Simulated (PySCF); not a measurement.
**C4H5ClO: electronic excitations**

What electronic excitations should C4H5ClO (`CCC(Cl)=C=O`) show?

The runs use PySCF 2.14.0, with density-fitted response routines of our own; the level of theory stands in each step. All values are computed, except where a source is named. Atoms are numbered from 0 throughout.

## Step 1: The molecule as given

11 atoms, charge 0, multiplicity 1; geometry from: GFN2-xTB.

Bonds of the start (Å): C0–C1 1.53, C1–C2 1.50, C2–Cl3 1.76, C2–C4 1.30, C4–O5 1.16, C0–H6 1.09, C0–H7 1.09, C0–H8 1.09, C1–H9 1.09, C1–H10 1.09.

## Step 2: Ultraviolet spectrum: CAM-B3LYP/def2-SVPD

Job settings and geometry (Å):

```
{"job": {"kind": "uv", "xc": "CAM-B3LYP", "basis": "def2-SVPD", "nstates": 8, "ntriplets": 3}, "charge": 0, "multiplicity": 1}
C     -1.290036     0.489280     0.392920
C     -0.382522    -0.515896    -0.312465
C      1.059708    -0.312921     0.056720
Cl     1.533630    -0.701316     1.702088
C      1.979232     0.180446    -0.714443
O      2.801944     0.599961    -1.423988
H     -2.328133     0.300506     0.131726
H     -1.181520     0.402703     1.470827
H     -1.036028     1.504794     0.099366
H     -0.673142    -1.531121    -0.033860
H     -0.477708    -0.413766    -1.394855
```

With the program's defaults for keys left out, this is: TDDFT CAM-B3LYP/def2-SVPD, vertical, gas phase, core orbitals frozen in the response.

Started as:

```console
OMP_NUM_THREADS=1 python probes_run.py task.json out
```

The driver reads the jobs from task.json and runs them one after another.

Predict these results of the whole session: lowest singlet (CAM-B3LYP/def2-SVPD); brightest single state of those computed; lowest triplet; surface potential, 1st and 99th percentile.

As calculated:

| quantity | value |
| --- | --- |
| lowest singlet (CAM-B3LYP/def2-SVPD) | 2.81 eV (442 nm), f = 0.000 |
| brightest single state of those computed | state 6, 7.26 eV, f = 0.095 |
| lowest triplet | 2.39 eV |
| surface potential, 1st and 99th percentile | -0.81 V and 1.30 V |

What this shows: The first singlet state (HOMO→LUMO 0.97) lies at 2.81 eV and is dark; of the 8 states computed, the strongest absorption comes from state 6 at 7.26 eV. The lowest triplet lies 0.42 eV below the lowest singlet (triplets in Tamm-Dancoff, singlets in full TDDFT). At CAM-B3LYP/def2-SVPD, counted by nearest atom on the grid, the HOMO lies on C2 35 %; O5 20 %, the LUMO on C4 40 %; O5 24 %.
